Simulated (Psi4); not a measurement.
# AlHSCl (SMILES [SH][Al][Cl]), step by step, part 2 of 2

Psi4 1.11.

**4. The singlet cation: a structure relaxation at HF-3c/MINIX (density fitting) (run 3)**

Input file job.inp:

```
memory 1600 MB

molecule mol {
  1 1
  S      0.98963256     1.76907089    -1.55998214
  Al    -0.71331870    -0.92687476     1.09945589
  Cl     0.46575891    -4.69841473     0.56602211
  H     -0.18263825     3.89903979    -0.65465593
  units bohr
  symmetry c1
}

set {
  reference rks
}

opt("hf-3c")
```

Launch:

```console
$ psi4 -n 1 job.inp job.out
```

job.out:

```text
Psi4 1.11 release

gradient() will perform analytic gradient computation.

   => Loading Basis Set <=

    Name: MINIX
    Role: ORBITAL
    Keyword: BASIS

   => HF3C: Empirical Dispersion <=

        s6 =       1.000000
        s8 =       0.877700
        a1 =       0.417100
        a2 =       2.914900

         ---------------------------------------------------------
                                   SCF
                              RKS Reference
                        1 Threads,   1525 MiB Core
         ---------------------------------------------------------

  ==> Geometry <==

    Molecular point group: c1
    Full point group: C1

    Geometry (in Bohr), charge = 1, multiplicity = 1:

       Center              X                  Y                   Z               Mass
    ------------   -----------------  -----------------  -----------------  -----------------
         S            0.689442233599     3.126027376437    -1.548631880388    31.972071174400
         AL          -1.013509026401     0.430081726437     1.110806149612    26.981538530000
         CL           0.165568583599    -3.341458243563     0.577372369612    34.968852682000
         H           -0.482828576401     5.255996276437    -0.643305670388     1.007825032230

  Running in c1 symmetry.

  Rotational constants: A =      0.62666  B =      0.07471  C =      0.06675 [cm^-1]
  Rotational constants: A =  18786.80119  B =   2239.71616  C =   2001.14463 [MHz]
  Nuclear repulsion =  155.991960329394118

  Charge       = 1
  Multiplicity = 1
  Electrons    = 46
  Nalpha       = 23
  Nbeta        = 23

  ==> Algorithm <==

  SCF Algorithm Type is DF.
  DIIS enabled.
  MOM disabled.
  Fractional occupation disabled.
  Guess Type is SAD.
  Energy threshold   = 1.00e-08
  Density threshold  = 1.00e-08
  Integral threshold = 1.00e-12

  ==> Primary Basis <==

  Basis Set: MINIX
    Blend: MINIX
    Number of shells: 19
    Number of basis functions: 43
    Number of Cartesian functions: 46
    Spherical Harmonics?: true
    Max angular momentum: 2

   => Loading Basis Set <=

    Name: (MINIX AUX)
    Role: JKFIT
    Keyword: DF_BASIS_SCF

  ==> Integral Setup <==

  DFHelper Memory: AOs need 0.007 GiB; user supplied 1.118 GiB.
  SCF_SUBTYPE=INCORE selected. In-core MEM_DF algorithm will be used.
  Using in-core AOs.

  ==> MemDFJK: Density-Fitted J/K Matrices <==

    J tasked:                   Yes
    K tasked:                   Yes
    wK tasked:                   No
    Memory [MiB]:              1144
    Algorithm:                 Core
    Schwarz Cutoff:           1E-12
    Mask sparsity (%):       4.0022
    Fitting Condition:        1E-10

   => Auxiliary Basis Set <=

  Basis Set: (MINIX AUX)
    Blend: DEF2-UNIVERSAL-JKFIT
    Number of shells: 120
    Number of basis functions: 402
    Number of Cartesian functions: 485
    Spherical Harmonics?: true
    Max angular momentum: 4

  Minimum eigenvalue in the overlap matrix is 1.9797249692E-01.
  Reciprocal condition number of the overlap matrix is 9.6787006532E-02.
    Using symmetric orthogonalization.

  ==> Pre-Iterations <==

  SCF Guess: Superposition of Atomic Densities via on-the-fly atomic UHF (no occupation information).

   -------------------------
    Irrep   Nso     Nmo
   -------------------------
     A         43      43
   -------------------------
    Total      43      43
   -------------------------

  ==> Iterations <==

                           Total Energy        Delta E     RMS |[F,P]|

   @DF-RKS iter SAD: -1093.28849687112256   -1.09329e+03   0.00000e+00
   @DF-RKS iter   1: -1093.77447160042311   -4.85975e-01   7.11051e-03 ADIIS/DIIS
   @DF-RKS iter   2: -1093.85789951750803   -8.34279e-02   3.05747e-03 ADIIS/DIIS
   @DF-RKS iter   3: -1093.87247843184718   -1.45789e-02   4.81013e-04 ADIIS/DIIS
   @DF-RKS iter   4: -1093.87337183999603   -8.93408e-04   1.51034e-04 ADIIS/DIIS
   @DF-RKS iter   5: -1093.87348739131244   -1.15551e-04   4.65307e-05 DIIS
   @DF-RKS iter   6: -1093.87350165827661   -1.42670e-05   1.33349e-05 DIIS
   @DF-RKS iter   7: -1093.87350293762393   -1.27935e-06   4.23393e-06 DIIS
   @DF-RKS iter   8: -1093.87350306050917   -1.22885e-07   1.49111e-06 DIIS
   @DF-RKS iter   9: -1093.87350307603060   -1.55214e-08   3.21365e-07 DIIS
   @DF-RKS iter  10: -1093.87350307662018   -5.89580e-10   5.78333e-08 DIIS
   @DF-RKS iter  11: -1093.87350307663519   -1.50067e-11   1.79699e-08 DIIS
   @DF-RKS iter  12: -1093.87350307663860   -3.41061e-12   5.98929e-09 DIIS
  Energy and wave function converged.

  ==> Post-Iterations <==

    Orbital Energies [Eh]
    ---------------------

    Doubly Occupied:

       1A   -104.312761     2A    -91.571510     3A    -58.485915
       4A    -10.729508     5A     -9.176592     6A     -8.163182
       7A     -8.160479     8A     -8.160456     9A     -6.825571
[... 4 lines of this table left out ...]
      22A     -0.665856    23A     -0.611582

    Virtual:

      24A     -0.281034    25A     -0.159864    26A     -0.033740
      27A     -0.006000    28A      0.118724    29A      0.277294
      30A      0.292813    31A      0.306534    32A      0.385251
      33A      0.461516    34A      0.676431    35A      0.723097
      36A      0.772980    37A      0.780676    38A      0.840468
      39A      0.841974    40A      0.904959    41A      0.910519
      42A      0.960848    43A      1.027221

    Final Occupation by Irrep:
              A
    DOCC [    23 ]
    NA   [    23 ]
    NB   [    23 ]

  @DF-RKS Final Energy: -1093.87350307663860

   => Energetics <=

[... 2 lines left out ...]
    Two-Electron Energy =                 566.2873045466719759
[... 17 lines left out ...]
 Dipole Z            :          2.7531412           -1.1656055            1.5875357
[... 112 lines left out ...]
	  Convergence Criteria     1.00e-06 *    3.00e-04 *             o    1.20e-03 *             o~
[... 113 lines left out ...]
   @DF-RKS iter   2: -1093.88928170842519   -6.19534e-04   1.77540e-04 ADIIS/DIIS
[... 3 lines left out ...]
   @DF-RKS iter   6: -1093.88941794233665   -2.38179e-07   1.37762e-06 DIIS
[... 3 lines left out ...]
   @DF-RKS iter  10: -1093.88941795260553   -3.41061e-12   7.32580e-09 DIIS
[... 14 lines left out ...]
    Nuclear Repulsion Energy =            156.6926887404986246
[... 17 lines left out ...]
 Dipole X            :         -1.4825713            0.1197470           -1.3628243
[... 86 lines left out ...]
	Measures of convergence in internal coordinates in au.
[... 87 lines left out ...]
   @DF-RKS iter   0: -1093.90054307368632   -1.09390e+03   1.28735e-02
[... 3 lines left out ...]
   @DF-RKS iter   4: -1093.90260538254302   -3.16638e-05   2.21355e-05 DIIS
[... 3 lines left out ...]
   @DF-RKS iter   8: -1093.90260827560519   -1.38357e-09   1.38624e-07 DIIS
[... 6 lines left out ...]
    Final Occupation by Irrep:
[... 11 lines left out ...]
    Two-Electron Energy =                 568.1135177978733282
[... 17 lines left out ...]
 Dipole Z            :          1.7552401           -0.9824742            0.7727658
[... 91 lines left out ...]
	  Convergence Criteria     1.00e-06 *    3.00e-04 *             o    1.20e-03 *             o
[... 82 lines left out ...]
   @DF-RKS iter   2: -1093.90754387535185   -1.29192e-03   2.56534e-04 ADIIS/DIIS
[... 3 lines left out ...]
   @DF-RKS iter   6: -1093.90777958535637   -5.37821e-08   1.29080e-06 DIIS
[... 3 lines left out ...]
   @DF-RKS iter  10: -1093.90777959501725   -2.27374e-12   4.16353e-09 DIIS
[... 14 lines left out ...]
    Nuclear Repulsion Energy =            157.5177566417058586
[... 17 lines left out ...]
 Dipole X            :         -0.3888134           -0.1070576           -0.4958710
[... 159 lines left out ...]
   @DF-RKS iter   0: -1093.87372711599573   -1.09387e+03   6.31098e-03
[... 3 lines left out ...]
   @DF-RKS iter   4: -1093.90924941117669   -8.20431e-06   1.06868e-05 DIIS
[... 3 lines left out ...]
   @DF-RKS iter   8: -1093.90924981009539   -1.45064e-10   4.75830e-08 DIIS
[... 11 lines left out ...]
  @DF-RKS Final Energy: -1093.90924981011108
[... 6 lines left out ...]
    Total Energy =                      -1093.9092498101110777
[... 99 lines left out ...]
	                                 ==> Convergence Check <==
[... 76 lines left out ...]
                           Total Energy        Delta E     RMS |[F,P]|
[... 4 lines left out ...]
   @DF-RKS iter   3: -1093.90931229708258   -2.77676e-06   7.17098e-06 DIIS
[... 3 lines left out ...]
   @DF-RKS iter   7: -1093.90931247325852   -3.52429e-11   2.31520e-08 DIIS
[... 11 lines left out ...]
  @DF-RKS Final Energy: -1093.90931247326148
[... 6 lines left out ...]
    Total Energy =                      -1093.9093124732614797
[... 99 lines left out ...]
	                                 ==> Convergence Check <==
[... 76 lines left out ...]
                           Total Energy        Delta E     RMS |[F,P]|
[... 4 lines left out ...]
   @DF-RKS iter   3: -1093.90931890026923   -1.69916e-07   2.82230e-06 DIIS
[... 3 lines left out ...]
   @DF-RKS iter   7: -1093.90931893737047   -7.04858e-12   8.47105e-09 DIIS
[... 14 lines left out ...]
    Nuclear Repulsion Energy =            155.9116023248312501
[... 17 lines left out ...]
 Dipole X            :         -0.0908646           -0.1605663           -0.2514309
[... 86 lines left out ...]
	Measures of convergence in internal coordinates in au.
[... 76 lines left out ...]
   @DF-RKS iter   0: -1093.90966823934946   -1.09391e+03   1.71368e-04
[... 3 lines left out ...]
   @DF-RKS iter   4: -1093.90931961740807   -3.64616e-09   2.52917e-07 DIIS
[... 3 lines left out ...]
  Energy and wave function converged.
[... 1 line left out ...]
  ==> Post-Iterations <==

    Orbital Energies [Eh]
    ---------------------

    Doubly Occupied:

       1A   -104.352801     2A    -91.578460     3A    -58.481346
       4A    -10.766323     5A     -9.183766     6A     -8.200428
       7A     -8.197623     8A     -8.197570     9A     -6.832990
[... 4 lines of this table left out ...]
      22A     -0.689208    23A     -0.627627

    Virtual:

      24A     -0.173419    25A     -0.162312    26A     -0.143862
      27A      0.090860    28A      0.183468    29A      0.267244
      30A      0.274738    31A      0.293970    32A      0.306631
      33A      0.494172    34A      0.668683    35A      0.716980
      36A      0.727538    37A      0.736326    38A      0.807078
      39A      0.807448    40A      0.874602    41A      0.954486
      42A      0.960983    43A      1.176295

    Final Occupation by Irrep:
              A
    DOCC [    23 ]
    NA   [    23 ]
    NB   [    23 ]

  @DF-RKS Final Energy: -1093.90931961771321

   => Energetics <=

    Nuclear Repulsion Energy =            155.9400978930895576
    One-Electron Energy =               -1815.2697261943794729
    Two-Electron Energy =                 565.4238368617982360
    Total Energy =                      -1093.9093196177132086

Computation Completed

Properties will be evaluated at   0.000000,   0.000000,   0.000000 [a0]

Properties computed using the SCF density matrix

 Multipole Moments:

 ------------------------------------------------------------------------------------
     Multipole            Electronic (a.u.)      Nuclear  (a.u.)        Total (a.u.)
 ------------------------------------------------------------------------------------

 L = 1.  Multiply by 2.5417464519 to convert [e a0] to [Debye]
 Dipole X            :         -0.0823889           -0.1621834           -0.2445724
 Dipole Y            :         -3.3854452            4.1533893            0.7679441
 Dipole Z            :          0.8839492           -0.7701218            0.1138274
 Magnitude           :                                                    0.8139475

 ------------------------------------------------------------------------------------

	total time  =          1 seconds =       0.02 minutes

         ------------------------------------------------------------
                                   SCF GRAD
         ------------------------------------------------------------

  ==> Geometry <==

    Molecular point group: c1
    Full point group: C1

    Geometry (in Bohr), charge = 1, multiplicity = 1:

       Center              X                  Y                   Z               Mass
    ------------   -----------------  -----------------  -----------------  -----------------
         S            0.676193055526     3.584342349523    -1.639093718425    31.972071174400
         AL          -0.018075600836     0.019461408510     0.017070323634    26.981538530000
         CL          -0.577556920355    -3.434470381783     1.486542846650    34.968852682000
         H           -0.927821879022     4.936909886383    -0.037764866541     1.007825032230

  Nuclear repulsion =  155.940097893089558

   => Auxiliary Basis Set <=

  Basis Set: (MINIX AUX)
    Blend: DEF2-UNIVERSAL-JKFIT
    Number of shells: 120
    Number of basis functions: 402
    Number of Cartesian functions: 485
    Spherical Harmonics?: true
    Max angular momentum: 4

  -Total Gradient:
     Atom            X                  Y                   Z
    ------   -----------------  -----------------  -----------------
       1       -0.000014479358    -0.000000990885     0.000017481232
       2        0.000009790430    -0.000012940078    -0.000008605892
       3       -0.000002661045     0.000020197283    -0.000001551043
       4        0.000007349973    -0.000006266334    -0.000007324315

	total time  =          0 seconds =       0.00 minutes

    			-----------------------------------------

    			 OPTKING 3.0: for geometry optimizations

    			        with contributions from

    			-----------------------------------------

	                            ===> Fragment 1 <==

	 Z (Atomic Numbers)          Masses                          Geom
	      16.000000            31.972071          0.67619306  3.58434235 -1.63909372
	      13.000000            26.981539         -0.01807560  0.01946141  0.01707032
	      17.000000            34.968853         -0.57755692 -3.43447038  1.48654285
	       1.000000             1.007825         -0.92782188  4.93690989 -0.03776487

	 - Coordinate -           - BOHR/RAD -       - ANG/DEG -
	 R(1,2)           =         3.991649           2.112290
	 R(1,4)           =         2.639424           1.396723
	 R(2,3)           =         3.794999           2.008227
	 B(2,1,4)         =         1.671202          95.752815
	 L(1,2,3)         =         3.099638         177.596198
	 l(1,2,3)         =         3.141593         180.000000

	        --- Internal Coordinate Step in ANG or DEG, aJ/ANG or AJ/DEG ---
	-------------------------------------------------------------------------------
	           Coordinate      Previous         Force          Change          New
	           ----------      --------        ------          ------        ------
	               R(1,2)       2.11229        0.00010        0.00003       2.11232
	               R(1,4)       1.39672        0.00010        0.00002       1.39674
	               R(2,3)       2.00823        0.00015        0.00004       2.00827
	             B(2,1,4)      95.75281        0.00000        0.00490      95.75771
	             L(1,2,3)     177.59620       -0.00000       -0.03753     177.55867
	             l(1,2,3)     180.00000        0.00000        0.00000     180.00000
	-------------------------------------------------------------------------------

	                                 ==> Convergence Check <==

	Measures of convergence in internal coordinates in au.

	Criteria marked as inactive (o), active & met (*), and active & unmet ( ).

	----------------------------------------------------------------------------------------------
	   Step    Total Energy     Delta E     Max Force     RMS Force      Max Disp      RMS Disp
	----------------------------------------------------------------------------------------------
	  Convergence Criteria     1.00e-06 *    3.00e-04 *             o    1.20e-03 *             o
	----------------------------------------------------------------------------------------------
	     4   -1093.90931962   -6.80e-07 *    3.22e-05 *    1.67e-05 o    6.55e-04 *    2.73e-04 o  ~
	----------------------------------------------------------------------------------------------

Next Geometry in Ang
	Fragment 1 (Ang)

	    S   0.3578337020   1.8966503797  -0.8673566450
	   Al  -0.0098817629   0.0103827097   0.0093916734
	   Cl  -0.3054233337  -1.8177193696   0.7864619099
	    H  -0.4908800005   2.6127938470  -0.0201744636

    Final optimized geometry and variables:
    Molecular point group: c1
    Full point group: C1

    Geometry (in Bohr), charge = 1, multiplicity = 1:

    S            0.676193055526     3.584342349523    -1.639093718425
    AL          -0.018075600836     0.019461408510     0.017070323634
    CL          -0.577556920355    -3.434470381783     1.486542846650
    H           -0.927821879022     4.936909886383    -0.037764866541

    Psi4 run time: 0:00:05.57

[set-up sections that repeat, and orbital energies of the middle runs, are left out above]
```

The script printed:

```text
Optimizer: Optimization complete!
```

Wall time 6.9 s (1 thread of Intel Xeon 6975P-C (Granite Rapids), shared host); peak memory 0.23 GiB.

Step by step:

| step | energy from the first frame kept (eV) | largest force (eV/Å) |
| --- | --- | --- |
| 0 | 0.0000 | 2.8201 |
| 1 | -0.4331 | 1.5335 |
| 2 | -0.7920 | 0.7370 |
| 3 | -0.9327 | 0.5425 |
| 4 | -0.9727 | 0.1578 |
| 5 | -0.9744 | 0.0502 |
| 6 | -0.9746 | 0.0102 |
| 7 | -0.9746 | 0.0012 |

After the run. Bond lengths: S1–Al2 2.112 Å, Al2–Cl3 2.008 Å, S1–H4 1.397 Å. Angles: S1–Al2–Cl3 177.6°, Al2–S1–H4 95.8°.

**5. The energy at UHF-3c/MINIX (density fitting) (run 4)**

Input file alclhs.sdf:

```

     RDKit          3D

  4  3  0  0  0  0  0  0  0  0999 V2000
    0.5167    1.1787   -0.8734 S   0  0  0  0  0  0  0  0  0  0  0  0
    0.1493   -0.7078    0.0030 Al  0  0  0  0  0  2  0  0  0  0  0  0
   -0.1468   -2.5355    0.7806 Cl  0  0  0  0  0  0  0  0  0  0  0  0
   -0.3321    1.8944   -0.0260 H   0  0  0  0  0  0  0  0  0  0  0  0
  2  1  1  0
  3  2  1  0
  4  1  1  0
M  RAD  1   2   2
M  END
$$$$
```

Input file job.py:

```python
import psi4
from rdkit import Chem

psi4.set_memory(1600000000)
psi4.set_num_threads(1)
psi4.set_output_file('psi4.out', False)

rd = Chem.SDMolSupplier('alclhs.sdf', removeHs=False, sanitize=False)[0]
xyz = rd.GetConformer().GetPositions()
atoms = '\n'.join(f'{a.GetSymbol()} {x:.4f} {y:.4f} {z:.4f}' for a, (x, y, z) in zip(rd.GetAtoms(), xyz))
m = psi4.geometry('0 2\n' + atoms + '')

psi4.set_options({
    'reference': 'uks',
})

result = psi4.energy("hf-3c")
print('E =', round(result, 9))
```

Launch:

```console
$ python job.py
```

psi4.out (excerpt; [...] marks lines left out):

```text
[...]
  Running in c1 symmetry.
[...]
  Nuclear repulsion =  155.940250689965040
[...]
  Multiplicity = 2
[...]
  Nalpha       = 24
  Nbeta        = 23
[...]
    Number of basis functions: 43
[...]
   @DF-UKS iter   1: -1094.06386906390503   -6.45682e-01   4.46884e-03 ADIIS/DIIS
[...]
   @DF-UKS iter  12: -1094.10272611401410   -2.16892e-08   7.63732e-07 DIIS
[...]
   @S^2 Observed:                7.563683745E-01
[...]
    Orbital Energies [Eh]
    ---------------------
    Alpha Occupied:
       1A   -104.049589     2A    -91.274432     3A    -58.119203
       4A    -10.478571     5A     -8.892987     6A     -7.913279
       7A     -7.908958     8A     -7.908525     9A     -6.543950
      10A     -6.541353    11A     -6.538467    12A     -4.923025
      13A     -3.204420    14A     -3.202789    15A     -3.201129
      16A     -1.086003    17A     -0.952425    18A     -0.580406
      19A     -0.540047    20A     -0.474872    21A     -0.471055
      22A     -0.467032    23A     -0.385996    24A     -0.211754
    Alpha Virtual:
      25A      0.070372    26A      0.083932    27A      0.329103
[...]
  @DF-UKS Final Energy: -1094.10272611401410
   => Energetics <=
    Nuclear Repulsion Energy =            155.9402506899650405
    One-Electron Energy =               -1828.7253044187725664
    Two-Electron Energy =                 578.6858554785973183
    Total Energy =                      -1094.1027261140141036
  UHF NO Occupations:
  HONO-2 :   22  A 1.9989658
  HONO-1 :   23  A 1.9984724
[...]
 Multipole Moments:
 ------------------------------------------------------------------------------------
     Multipole            Electronic (a.u.)      Nuclear  (a.u.)        Total (a.u.)
 ------------------------------------------------------------------------------------
 L = 1.  Multiply by 2.5417464519 to convert [e a0] to [Debye]
 Dipole X            :          0.3773758           -0.1621437            0.2152322
 Dipole Y            :         -4.0915689            4.1533778            0.0618089
 Dipole Z            :          0.4987439           -0.7700971           -0.2713531
 Magnitude           :                                                    0.3518206
[...]
```

The script printed:

```text
E = -1094.102726114
```

Run time: 3.3 s. Hardware: 1 thread of Intel Xeon 6975P-C (Granite Rapids), shared host; peak memory 0.23 GiB.

**6. Results**

This closing draws on all 2 parts.

| quantity | value |
| --- | --- |
| run 1, UHF-3c/MINIX: total energy at the end | -1094.17533 Eh |
| run 1, UHF-3c/MINIX: dipole moment | 3.08 D |
| run 1, UHF-3c/MINIX: HOMO energy (highest over α and β) | -8.67 eV |
| run 1, UHF-3c/MINIX: LUMO energy (lowest over α and β) | 1.30 eV |
| run 1, UHF-3c/MINIX: ⟨S²⟩ | 0.754 |
| singlet cation, run 2: total energy | -1093.87350 Eh |
| singlet cation, run 2: HOMO energy | -16.64 eV |
| singlet cation, run 2: LUMO energy | -7.65 eV |
| singlet cation, run 2: HOMO–LUMO gap | 8.99 eV |
| singlet cation, run 3: total energy at the end | -1093.90932 Eh |
| singlet cation, run 3: HOMO energy | -17.08 eV |
| singlet cation, run 3: LUMO energy | -4.72 eV |
| singlet cation, run 3: HOMO–LUMO gap | 12.36 eV |
| run 4, UHF-3c/MINIX: total energy | -1094.10273 Eh |
| run 4, UHF-3c/MINIX: dipole moment | 0.89 D |
| run 4, UHF-3c/MINIX: HOMO energy (highest over α and β) | -5.76 eV |
| run 4, UHF-3c/MINIX: LUMO energy (lowest over α and β) | 1.91 eV |
| run 4, UHF-3c/MINIX: ⟨S²⟩ | 0.756 |
| adiabatic ionisation energy (to the singlet cation, no zero-point term) | 7.239 eV |

In words: The adiabatic ionisation energy (to the singlet cation, no zero-point term) is 7.24 eV (167 kcal/mol). In a minimal basis such a difference can be off by several eV, whatever the method. The optimisation (run 1, UHF-3c/MINIX) took 5 steps and changed the energy by -0.269 eV. The optimisation (singlet cation, run 3) took 8 steps and changed the energy by -0.975 eV.
